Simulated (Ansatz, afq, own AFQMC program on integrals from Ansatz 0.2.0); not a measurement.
**AlNH, quartet in cc-pVDZ along one coordinate**

```json
{"atom": "Al", "x (Å)": "0.0000", "y (Å)": "-0.1047", "z (Å)": "0.6174"}
{"atom": "N", "x (Å)": "0.0000", "y (Å)": "0.1075", "z (Å)": "-1.2897"}
{"atom": "H", "x (Å)": "0.0000", "y (Å)": "1.3076", "z (Å)": "1.3949"}
```

The Al1–N2 distance is changed with both sides rigid. Energies in eV count from this geometry (1.919 Å) at the same level; the start stands on UHF, each point on the determinant named.

Basis cc-pVDZ. Noble-gas cores (and the filled d shells of Ga–Kr and In–Xe) are frozen. Ansatz 0.2.0 and our own AFQMC program on the same integrals; the CISD trial comes from CCSD amplitudes, and released means the phaseless constraint is let go. Error bars are statistical, one sigma.

Cautions, each for one point or more: an unrestricted solution with more broken spin lies lower; higher spins were not checked; lower spins were not checked; strong correlation; unrestricted determinant spin contaminated.

```json
{"r(Al1–N2) / Å": "1.547", "det.": "UHF", "T1": "0.034", "weight": "0.91", "⟨S²⟩": "3.76", "PBE": "1.999", "wB97M-V": "1.957", "CCSD(T)": "2.117"}
{"r(Al1–N2) / Å": "2.317", "det.": "UHF", "T1": "0.036", "weight": "0.88", "⟨S²⟩": "3.92", "PBE": "0.338", "wB97M-V": "0.425", "CCSD(T)": "0.285"}
{"r(Al1–N2) / Å": "3.065", "det.": "UHF", "T1": "0.051", "weight": "0.85", "⟨S²⟩": "3.97", "PBE": "1.244", "wB97M-V": "1.013", "CCSD(T)": "0.615"}
{"r(Al1–N2) / Å": "4.309", "det.": "UHF", "T1": "0.011", "weight": "0.89", "⟨S²⟩": "3.76", "PBE": "1.565", "wB97M-V": "1.105", "CCSD(T)": "0.581"}
{"r(Al1–N2) / Å": "6.607", "det.": "UHF", "T1": "0.058", "weight": "0.84", "⟨S²⟩": "3.91", "PBE": "1.607", "wB97M-V": "1.131", "CCSD(T)": "0.591"}
```

**Question.** Estimate the curve of phaseless AFQMC with a CISD trial, counted from the same start.

**Answer.** 
```
r(Al1–N2) / Å  det.     T1  weight  ⟨S²⟩  ph-AFQMC/CISD  released AFQMC  CCSDT(Q)
        1.547   UHF  0.034    0.91  3.76  2.126 ± 0.013   2.118 ± 0.020     2.120
        2.317   UHF  0.036    0.88  3.92  0.279 ± 0.012  0.285 ± 0.018*     0.273
        3.065   UHF  0.051    0.85  3.97  0.643 ± 0.012               –     0.629
        4.309   UHF  0.011    0.89  3.76  0.586 ± 0.013   0.605 ± 0.015     0.602
        6.607   UHF  0.058    0.84  3.91  0.606 ± 0.012  0.600 ± 0.017*         –
```

Weight is that of the determinant in the CISD state; at the start T1 is 0.025 and the weight 0.91, and ⟨S²⟩ is 3.77. An asterisk marks released energies that aren't shown to be converged. A dash marks a missing value, a released energy that hasn't settled or a functional that sits on another state. Largest departures from phaseless AFQMC with a CISD trial: CCSD(T) -0.028 eV at 3.065 (on UHF), released AFQMC 0.019 eV at 4.309 (on UHF) (within the noise), CCSDT(Q) 0.016 eV at 4.309 (on UHF) (within the noise), PBE 1.001 eV at 6.607, wB97M-V 0.525 eV at 6.607. The walk's constraint bias lies outside its error bars, so these are departures and not errors. Functionals count only at points shown to share the start's state and spin. In this small basis the wave-function levels are far from their limit, so their gap to the functionals isn't the functionals' error.

CCSDT and higher add their correlation energy to the determinant of the CCSD(T) run, since their own runs factorise the integrals more tightly (a shift of under 2 meV). A walk keeps the symmetry of its determinant, which the program's search chose and which needn't be the lowest solution, so a lower state of the same spin and another symmetry isn't excluded.
